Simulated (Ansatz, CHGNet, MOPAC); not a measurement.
## How well does each level of theory give the equilibrium lattice constant a of wurtzite CdSe?

Reference value: 4.298 Å (measured, temperature not stated, not corrected to a static lattice; as tabulated in PVEducation, CdSe (wurtzite), citing its ref. 1).

```json
[
 {"level (code)": "PM7 semi-empirical Hartree-Fock (MOPAC)", "value (Å)": "4.669", "difference (%)": "+8.63"},
 {"level (code)": "CHGNet-r²SCAN", "value (Å)": "4.328", "difference (%)": "+0.70"},
 {"level (code)": "PBE (Ansatz)", "value (Å)": "4.383", "difference (%)": "+1.98"},
 {"level (code)": "PBE-D3(BJ) (Ansatz)", "value (Å)": "4.322", "difference (%)": "+0.56"},
 {"level (code)": "r²SCAN (Ansatz)", "value (Å)": "4.340", "difference (%)": "+0.98"},
 {"level (code)": "r²SCANh (Ansatz)", "value (Å)": "4.333", "difference (%)": "+0.81"},
 {"level (code)": "Hartree–Fock (Ansatz)", "value (Å)": "4.461", "difference (%)": "+3.79"}
]
```

Leaving aside PM7 semi-empirical Hartree-Fock (MOPAC) (doubt noted below): Of the ranked levels PBE-D3(BJ) (+0.56 %) comes nearest. Among them Hartree–Fock (+3.79 %) misses by most. All 6 levels lie above the reference.

The reference isn't brought to a static lattice, while the calculations are for one, so the differences are not the levels' errors alone.  PM7 semi-empirical Hartree-Fock (MOPAC): the cell has another shape than the first-principles one, perhaps another minimum in the same group. PM7 semi-empirical Hartree-Fock (MOPAC): the method was fitted mainly to molecules. PM7 semi-empirical Hartree-Fock (MOPAC): the run uses a supercell at the zone centre in place of a k mesh. Cutoffs and k meshes differ between the levels. Ansatz's density-functional and Hartree–Fock values are scalar-relativistic unless marked +SOC, with PAW data made under PBE.

Machine-learned potentials (CHGNet-r²SCAN) are trained on DFT data: a solid inside that data is no test of them.

Differences are worked out from the printed values.

Ansatz is an electronic-structure program.
